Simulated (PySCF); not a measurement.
C₄H₇F.
SMILES: `C/C=C/CF`

Torsions of this conformer, `[CH3:1]/[CH:2]=[CH:3]/[CH2:4][F:5]`: C2–C3–C4–F5 0°.

The closed-shell ground state was solved at several levels (PySCF, density fitting, gas phase, non-relativistic). One conformer (not necessarily the lowest) at the GFN2-xTB geometry, without solvent, vibrations or thermal averaging.

| level | basis functions | total energy (Eh) | HOMO (eV) | LUMO (eV) | gap (eV) | dipole (D) |
| --- | --- | --- | --- | --- | --- | --- |
| CAM-B3LYP/def2-SVPD | 159 | -256.1622 | -8.61 | 1.47 | 10.08 | 1.76 |
| B3LYP/pcJ-1 | 205 | -256.4710 | -7.00 | 0.35 | 7.35 | 1.67 |

Task: Estimate the row for PBE0/pcSseg-1, a basis of 120 functions; the other rows only guide the guess.

Result: Total energy -256.1372 Eh, HOMO -7.23 eV, LUMO 0.57 eV, gap 7.80 eV, dipole 1.68 D.

Task: Over all these levels, which gives the widest orbital gap and which the narrowest?

Result: CAM-B3LYP/def2-SVPD (range-separated hybrid) has the widest, 10.08 eV, and B3LYP/pcJ-1 (global hybrid, 20 % exact exchange) the narrowest, 7.35 eV. Functional and basis both differ between the two, so the spread mixes both effects.

Task: How far do the dipole and the HOMO energy spread over the levels?

Result: The dipole runs from 1.67 to 1.76 D (mean 1.71 D) and the HOMO from -8.61 to -7.00 eV.
